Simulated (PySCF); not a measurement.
**Mayer bond orders and bond lengths**

Species: C₂HF₂S (charge -1).
Atom-mapped SMILES: `[F:1]/[CH:2]=[C:3](/[F:4])[S-:5]` (hydrogens: H6 on C2)

Bond orders from the PBE0/pcSseg-1 density (PySCF). Isolated species at its GFN2-xTB geometry, gas phase. The pcSseg-1 basis has no diffuse functions, a weakness for an anion.

Task: Where do the orders between heavy atoms depart from those drawn in the SMILES?

Result: The largest departure is 0.374, at C2–C3 (drawn double, 1.626). Drawn single, order above 1.12: C3–S5 (1.358). Drawn single, order below 0.88: C3–F4 (0.827). Drawn double or triple, more than 0.30 short of the drawn order: C2–C3 (1.626). The SMILES, with its formal charges, is one Lewis structure only.

Task: Give the Mayer order of every bond between heavy atoms, beside its length.

Result: 
```json
{"bond": "F1–C2", "drawn as": "single", "length (Å)": "1.371", "Mayer order": "0.903"}
{"bond": "C2–C3", "drawn as": "double", "length (Å)": "1.344", "Mayer order": "1.626"}
{"bond": "C3–F4", "drawn as": "single", "length (Å)": "1.403", "Mayer order": "0.827"}
{"bond": "C3–S5", "drawn as": "single", "length (Å)": "1.674", "Mayer order": "1.358"}
```

By pair of heavy elements: C–F: lowest C3–F4 (0.827, 1.403 Å), highest F1–C2 (0.903, 1.371 Å).

Task: And the bonds to hydrogen?

Result: C–H: 0.96 (1 bond).

Task: Sum the orders of all bonds at each heavy atom with more than one neighbour and set the sums beside the valence in the SMILES.

Result: C2 3.489 (drawn 4), C3 3.811 (drawn 4). Orders between atoms that aren't bonded are not in these sums.

Mayer orders depend on the basis set.
